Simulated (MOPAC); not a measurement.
MOPAC input (PM3):

```
PM3 PRECISE GNORM=0.05 LET XYZ UHF MS=0.5 GEO-OK AUX(PRECISION=9) THREADS=1
C3H3

C     0.00176700 1    0.00714600 1    0.88419100 1
C     0.04670800 1   -0.65758500 1   -0.40958000 1
C     0.05610100 1    0.65012900 1   -0.42016700 1
H    -0.79093600 1    0.01888400 1    1.63082100 1
H     0.07046900 1   -1.57805300 1   -0.96603200 1
H     0.09301700 1    1.56103100 1   -0.99144600 1
```

Output:

```
 *******************************************************************************
 **                                                                           **
 **                              MOPAC v23.2.5                                **
 **                                                                           **
 *******************************************************************************
 ** MOPAC's Digital Object Identifier: https://doi.org/10.5281/zenodo.6511958 **
 **                                                                           **
 ** Please cite the open-source release paper for use of this MOPAC version:  **
 ** J. E. Moussa and J. J. P. Stewart (2026)                                  **
 ** MOPAC: An open-source semiempirical molecular orbital program             **
 ** J. Open Source Softw., 11(119), 8025, https://doi.org/10.21105/joss.08025 **
 *******************************************************************************

                              PM3 CALCULATION RESULTS

 *******************************************************************************
 *  PM3        - The PM3 Hamiltonian to be used
 *  GEO-OK     - OVERRIDE INTERATOMIC DISTANCE AND OTHER SAFETY CHECKS
 *  UHF        - UNRESTRICTED HARTREE-FOCK CALCULATION
 *  MS=        - IN MECI, MAGNETIC COMPONENT OF SPIN =  0.5
 *  LET        - OVERRIDE SOME SAFETY CHECKS
 *  PRECISE    - TIGHTER CRITERIA TO BE USED
 *  XYZ        - CARTESIAN COORDINATE SYSTEM TO BE USED
 *  GNORM      - EXIT WHEN GRADIENT NORM DROPS BELOW 0.050
 *  AUX        - OUTPUT AUXILIARY INFORMATION
 *******************************************************************************
PM3 PRECISE GNORM=0.05 LET XYZ UHF MS=0.5 GEO-OK AUX(PRECISION=9) THREADS=1
 C3H3

   ATOM   CHEMICAL          X               Y               Z
  NUMBER   SYMBOL      (ANGSTROMS)     (ANGSTROMS)     (ANGSTROMS)

     1       C          0.00176700  *   0.00714600  *   0.88419100  *
     2       C          0.04670800  *  -0.65758500  *  -0.40958000  *
     3       C          0.05610100  *   0.65012900  *  -0.42016700  *
     4       H         -0.79093600  *   0.01888400  *   1.63082100  *
     5       H          0.07046900  *  -1.57805300  *  -0.96603200  *
     6       H          0.09301700  *   1.56103100  *  -0.99144600  *

          CARTESIAN COORDINATES

    NO.       ATOM           X           Y           Z

     1         C          0.0018      0.0071      0.8842
     2         C          0.0467     -0.6576     -0.4096
     3         C          0.0561      0.6501     -0.4202
     4         H         -0.7909      0.0189      1.6308
     5         H          0.0705     -1.5781     -0.9660
     6         H          0.0930      1.5610     -0.9914

  H: (PM3): J. J. P. STEWART, J. COMP. CHEM. 10, 209 (1989).
  C: (PM3): J. J. P. STEWART, J. COMP. CHEM. 10, 209 (1989).

           Empirical Formula: C3 H3  =     6 atoms

      MOLECULAR POINT GROUP   :   Cs

          UHF CALCULATION, NO. OF ALPHA ELECTRONS =    8
                           NO. OF BETA  ELECTRONS =    7

          Geometry optimization using EF

          DIAGONAL MATRIX USED AS START HESSIAN

 CYCLE:     1  GRAD.:    69.013 HEAT:  104.5134
 CYCLE:     2  GRAD.:   325.993 HEAT:  126.1876
 CYCLE:     3  GRAD.:   439.755 HEAT:  122.0971
 CYCLE:     4  GRAD.:   391.954 HEAT:  125.1099
 CYCLE:     5  GRAD.:   276.619 HEAT:  112.0793
 CYCLE:     6  GRAD.:   167.134 HEAT:  104.1407
 CYCLE:     7  GRAD.:   133.902 HEAT:  107.9709
 CYCLE:     8  GRAD.:    78.429 HEAT:  101.2082
 CYCLE:     9  GRAD.:    44.798 HEAT:  100.9928
 CYCLE:    10  GRAD.:    56.736 HEAT:  100.3596
 CYCLE:    11  GRAD.:    26.678 HEAT:  100.0523
 CYCLE:    12  GRAD.:    83.623 HEAT:  101.2709
 CYCLE:    13  GRAD.:    20.654 HEAT:  99.96360
 CYCLE:    14  GRAD.:    27.114 HEAT:  99.96779
 CYCLE:    15  GRAD.:     7.450 HEAT:  99.70077
 CYCLE:    16  GRAD.:     7.085 HEAT:  99.56222
 CYCLE:    17  GRAD.:    75.567 HEAT:  100.6641
 CYCLE:    18  GRAD.:     7.157 HEAT:  99.40990
 CYCLE:    19  GRAD.:     6.372 HEAT:  99.30221
 CYCLE:    20  GRAD.:    29.028 HEAT:  99.45572
 CYCLE:    21  GRAD.:     3.840 HEAT:  99.18845
 CYCLE:    22  GRAD.:     4.022 HEAT:  99.15656
 CYCLE:    23  GRAD.:     4.471 HEAT:  99.13822
 CYCLE:    24  GRAD.:     2.480 HEAT:  99.13222
 CYCLE:    25  GRAD.:     1.294 HEAT:  99.12757
 CYCLE:    26  GRAD.:     0.358 HEAT:  99.12719
 CYCLE:    27  GRAD.:     0.193 HEAT:  99.12711
 CYCLE:    28  GRAD.:     0.210 HEAT:  99.12708
 CYCLE:    29  GRAD.:     0.063 HEAT:  99.12706
 CYCLE:    30  GRAD.:     0.031 HEAT:  99.12706

     GRADIENT =  0.03071 IS LESS THAN CUTOFF =  0.05000

 -------------------------------------------------------------------------------
 PM3 PRECISE GNORM=0.05 LET XYZ UHF MS=0.5 GEO-OK AUX(PRECISION=9) THREADS=1
 C3H3

     GEOMETRY OPTIMISED USING EIGENVECTOR FOLLOWING (EF).
     SCF FIELD WAS ACHIEVED

                              PM3 CALCULATION
                                                       MOPAC v23.2.5 Linux

          FINAL HEAT OF FORMATION =         99.12705 KCAL/MOL =     414.74760 KJ/MOL

          COSMO AREA              =         81.25 SQUARE ANGSTROMS
          COSMO VOLUME            =         64.35 CUBIC ANGSTROMS

          GRADIENT NORM           =          0.03071          =       0.01254 PER ATOM
          IONIZATION POTENTIAL    =          7.869670 EV
          ALPHA SOMO LUMO (EV)    =         -7.870  0.670
          BETA  SOMO LUMO (EV)    =        -11.888  0.936
          NO. OF ALPHA ELECTRONS  =          8
          NO. OF BETA  ELECTRONS  =          7
          MOLECULAR WEIGHT        =         39.0567         POINT GROUP:  C2v

          MOLECULAR DIMENSIONS (Angstroms)

            Atom       Atom       Distance
            H     6    H     4     3.28439
            H     5    H     6     2.78998
            C     3    H     4     0.00037

          SCF CALCULATIONS        =         31

   ATOM   CHEMICAL          X               Y               Z
  NUMBER   SYMBOL      (ANGSTROMS)     (ANGSTROMS)     (ANGSTROMS)

     1       C         -0.19631241  *  -0.02066268  *   0.79212457  *
     2       C          0.05954109  *  -0.67680309  *  -0.38363638  *
     3       C          0.07766422  *   0.69231343  *  -0.44255804  *
     4       H         -0.42549277  *   0.00982282  *   1.83632149  *
     5       H          0.16952552  *  -1.61401939  *  -0.90046972  *
     6       H          0.19356441  *   1.62277470  *  -0.95695191  *

                             CARTESIAN COORDINATES

   1    C       -0.196312410    -0.020662676     0.792124574
   2    C        0.059541095    -0.676803087    -0.383636377
   3    C        0.077664218     0.692313429    -0.442558037
   4    H       -0.425492771     0.009822819     1.836321492
   5    H        0.169525517    -1.614019392    -0.900469717
   6    H        0.193564414     1.622774697    -0.956951911

           Empirical Formula: C3 H3  =     6 atoms

      MOLECULAR POINT GROUP   :   C2v

          ALPHA EIGENVALUES
 -37.04295 -21.13410 -20.45009 -17.79929 -13.27169 -13.12337 -12.33833  -7.86967
   0.67018   2.39777   2.70008   3.61053   3.84572   5.35821   5.52398

           BETA EIGENVALUES
 -36.57889 -20.44560 -20.19889 -17.62166 -13.18906 -12.07358 -11.88794   0.93648
   1.76599   2.73028   3.31829   3.99757   4.00919   5.54296   5.80827

              NET ATOMIC CHARGES AND DIPOLE CONTRIBUTIONS

  ATOM NO.   TYPE          CHARGE      No. of ELECS.   s-Pop       p-Pop
    1          C          -0.268546        4.2685     1.21563     3.05291
    2          C           0.030064        3.9699     1.19983     2.77011
    3          C          -0.268484        4.2685     1.21563     3.05286
    4          H           0.180288        0.8197     0.81971
    5          H           0.146402        0.8536     0.85360
    6          H           0.180277        0.8197     0.81972
 DIPOLE           X         Y         Z       TOTAL
 POINT-CHG.     0.080    -0.685    -0.378     0.787
 HYBRID         0.004    -0.034    -0.019     0.039
 SUM            0.084    -0.719    -0.397     0.826

          ATOMIC ORBITAL ELECTRON POPULATIONS

     Atom    s        px        py        pz
    1  C   1.21563   1.08298   1.01920   0.95074
    2  C   1.19983   0.82858   0.95806   0.98347
    3  C   1.21563   1.08534   0.96550   1.00202
    4  H   0.81971
    5  H   0.85360
    6  H   0.81972

                    (SZ)    =    0.500000
                    (S**2)  =    0.862203

          ATOMIC ORBITAL SPIN POPULATIONS

    Atom   Total    s     px     py     pz
         Atomic
    1  C  0.7724  0.049  0.622  0.040  0.062
    2  C -0.4629 -0.038 -0.290 -0.050 -0.085
    3  C  0.7722  0.049  0.621  0.057  0.045
    4  H -0.0519 -0.052
    5  H  0.0220  0.022
    6  H -0.0518 -0.052

 **********************
 *                    *
 * JOB ENDED NORMALLY *
 *                    *
 **********************

 == MOPAC DONE ==
```

The geometry given is a B3LYP-D3(BJ)/def2-TZVP minimum.

The determinant is spin-contaminated: <S^2> is 0.86 against 0.75 for a pure state.
